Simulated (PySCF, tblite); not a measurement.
## hydrogen chloride and methanol

A gas-phase complex of hydrogen chloride and methanol; neutral, singlet. The structure comes from a short search (6 tight-binding starts) and was relaxed by PBE0-D3(BJ)/def2-TZVPD; another way of binding may lie lower. No frequency run checks that it is a minimum.

```csv
part,name,SMILES,atoms,charge,multiplicity
1,hydrogen chloride,Cl,1–2,0,1
2,methanol,CO,3–8,0,1
```

```csv
atom,part,x (Å),y (Å),z (Å)
Cl1,1,0.651,0.023,0.189
H2,1,-0.659,-0.036,0.082
C3,2,-2.846,1.352,-0.155
O4,2,-2.383,0.016,-0.009
H5,2,-2.382,1.748,-1.057
H6,2,-3.932,1.380,-0.274
H7,2,-2.552,1.976,0.694
H8,2,-2.766,-0.370,0.783
```

| contact | kind (by geometry) | distance (Å) | angle (°) |
| --- | --- | --- | --- |
| H2···O4 | hydrogen bond | 1.728 | 176 |

Interaction energies are complex less parts, with the parts frozen as they stand in it; counterpoise-corrected, in kcal/mol (PySCF). The CCSD(T) estimate is Hartree-Fock/aug-cc-pVQZ, plus the MP2 correlation part extrapolated as X⁻³ from aug-cc-pVTZ and aug-cc-pVQZ, plus CCSD(T) less MP2 in aug-cc-pVDZ; noble-gas cores are frozen. It isn't the exact limit.

| level | interaction | superposition error removed |
| --- | --- | --- |
| Hartree-Fock/aug-cc-pVQZ | -3.37 | - |
| wB97M-D3(BJ)/def2-TZVPD | -6.65 | -0.11 |
| PBE0-D3(BJ)/def2-TZVPD | -7.73 | -0.13 |
| MP2/aug-cc-pVQZ | -7.34 | -0.43 |

Question: What does CCSD(T) at its estimated basis limit give, and which of these levels comes nearest?

Answer: -6.67 kcal/mol. wB97M-D3(BJ)/def2-TZVPD is nearest, off by +0.02; the errors are Hartree-Fock/aug-cc-pVQZ +3.30, wB97M-D3(BJ)/def2-TZVPD +0.02, PBE0-D3(BJ)/def2-TZVPD -1.07, MP2/aug-cc-pVQZ -0.67.

Question: What holds them together? Decompose the wB97M-D3(BJ)/def2-TZVPD energy: frozen parts, their antisymmetrised product, then relaxation.

Answer: electrostatic -14.7, Pauli repulsion +18.4, orbital relaxation -9.2, dispersion correction -1.2 kcal/mol, which sum to the value before the counterpoise correction; the Pauli term holds the exchange-correlation of the frozen density too. Of the attraction, 58 % is electrostatic, 37 % is orbital relaxation, 5 % is dispersion correction.

The parts were also relaxed and run alone, at the levels used for the complex: shieldings by PBE0/pcSseg-2; core levels by delta-SCF with SCAN, pcX-2 on the ionised atom and pcseg-1 elsewhere, spin-free X2C (2p3/2 is the spin-free 2p value less a third of a first-order spin-orbit splitting).

Values alone: Cl1–H2 bond (Å): 1.279; shielding of H2 (ppm): 30.67; shielding of O4 (ppm): 329.3; shielding of Cl1 (ppm): 945.4; Cl1 2p3/2 core level (eV): 207.39; C3 1s core level (eV): 292.41; O4 1s core level (eV): 538.99.

Question: What does binding change?

Answer: 
```
                 property   alone  in the complex  change
          Cl1–H2 bond (Å)   1.279           1.315  +0.036
    shielding of H2 (ppm)   30.67           23.79   -6.87
    shielding of O4 (ppm)   329.3           305.7   -23.6
   shielding of Cl1 (ppm)   945.4           971.9   +26.5
Cl1 2p3/2 core level (eV)  207.39          205.77   -1.61
    C3 1s core level (eV)  292.41          293.13   +0.72
    O4 1s core level (eV)  538.99          539.99   +1.01
```

Density functionals tend to overstate the lengthening and the red shift of so strongly bound an X–H bond.

The 5 runs behind this took 5 min in all, one thread each of Arm Neoverse V1 on a shared host, launched as `OMP_NUM_THREADS=1 python cluster_run.py task.json out`.
